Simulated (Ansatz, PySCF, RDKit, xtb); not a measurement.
**SiPNH2: a search for the lowest isomer**

Only the formula SiPNH2 is given. Aim: find the structure of lowest free energy at 298.15 K, then its properties.

The funnel: GFN2-xTB relaxations, single points with a density functional, relaxations at B3LYP-D3(BJ)/def2-SVP, harmonic vibrations, and a last energy at a higher level. All values are calculated.

8 further runs of the same task are left out: 1 for a known fault of the program, 7 set aside as unsound or not needed.

### 1 Possible bonding patterns

A program enumerates the bonding patterns with one Lewis structure each (two rings at most, one unusual centre or charged pair), with their diastereomers. O–O, O–halogen and N–halogen bonds and N–N–N chains are not drawn. That gives 24 candidates.

c001 [NH2+]1[Si-]=P1; c038 N1=[Si-][P@H2+]1; c296 NP=[Si] (triplet); c336 [SiH2]=[N+]=[P-]; c395 N=[Si]=P; c410 N#[P@H][SiH]; c471 [Si]=NP (triplet); c520 NP=[Si]; c539 [SiH]#[N+][PH-]; c548 N=[P@@H]=[Si] (triplet); c551 N=[P@@H]=[Si]; c638 N1[SiH]=P1; c643 N#[P@@H][SiH] (triplet); c678 N#[Si]P; c696 N#P=[SiH2]; c734 N#[P@@H][SiH]; c748 [Si]=NP; c796 N=[P@H]=[Si] (triplet); c892 N#[P@H][SiH] (triplet); c916 N=P#[SiH]; c969 N1=P[SiH2]1; c970 N[Si]#P; c984 N1=[SiH][P@H]1; c988 N=[P@H]=[Si].

Candidates are built by distance geometry, with a force field where one applies, in up to four conformers (letters a to d). 15 starts with atoms placed at random are added, to find patterns that the rules miss.

**Question.** With final energies at CCSD(T)/def2-TZVPP, which structure will this search put lowest in free energy, and by what margin?

| quantity | value |
| --- | --- |
| lowest structure found | [Si]=NP, singlet, Cs |
| next finalist | [NH]1[Si][PH]1 ‡, singlet, 6.4 kcal/mol higher in G |
| share at equilibrium, among the finalists | 100.0 % |
| harmonic wavenumbers, lowest and highest (B3LYP-D3(BJ)/def2-SVP) | 197 and 2320 cm⁻¹ |
| rotational constants, same geometry | 4.308, 0.1014, 0.1011 cm⁻¹ |
| dipole moment (PBE0/def2-TZVPD) | 1.38 D |
| HOMO energy (PBE0/def2-TZVPD) | -6.63 eV |
| LUMO energy (PBE0/def2-TZVPD) | -1.76 eV |
| HOMO–LUMO gap (PBE0/def2-TZVPD) | 4.86 eV |
| lowest excitation (TD-PBE0/def2-SVPD) | 3.59 eV (f = 0.002) |
| strongest of the states computed, same level | 5.72 eV (f = 0.250) |
| lowest triplet excitation, same level, Tamm-Dancoff | 3.11 eV |
| vertical ionisation energy | 8.62 eV |
| vertical electron affinity | 0.04 eV |
| vertical triplet less singlet | +3.20 eV |

`[Si]=NP` comes out lowest. Among the finalists first place is clear (6.4 kcal/mol); structures outside the list aren't covered. GFN2-xTB, r2SCAN-D4/def2-SVP, B3LYP-D3(BJ)/def2-SVP, HF/def2-TZVPP and MP2/def2-TZVPP already put its bonding pattern lowest among the structures in one piece; HF/STO-3G favours the singlet [NH]1[Si][PH]1 ‡. A large T1 diagnostic among the finalists warns that one reference determinant may not suffice. It concerns: the winner. The search is not exhaustive (a finite list of starts, one conformer a finalist), so a lower isomer can't be ruled out. The lowest isomer need not be the one that is made and kept in a bottle, which depends on barriers.

‡ marks the bonded skeleton alone, with all bonds drawn single: no Lewis structure was assigned that passes a check against the bond lengths.
